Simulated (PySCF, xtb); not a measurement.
Dimer: C2H2 (SMILES C#C) (first 4 atoms) with C2H2 (SMILES C#C); geometry from S66by8 set.
(charge 0, multiplicity 1):
```xyz
8

C     -0.599    -0.079    -2.335
H     -1.661    -0.079    -2.341
C      0.613    -0.079    -2.332
H      1.675    -0.080    -2.332
C     -0.005     0.060     1.728
H     -0.002     0.027     0.665
C     -0.009     0.099     2.939
H     -0.012     0.132     4.000
```

Monomers are frozen at their geometry in the pair; levels with a basis set take the counterpoise correction. Rows marked so take none.

Rows in 6-31G* carry no dispersion term and start afresh at each structure (6-31G* with six Cartesian d functions).

Codes used: PySCF for 6-31G* rows; xtb for the GFN methods. Each number belongs to the level named beside it.

Problem. Estimate the interaction energy that GFN-FF returns for this input.

Solution. -0.7 kcal/mol
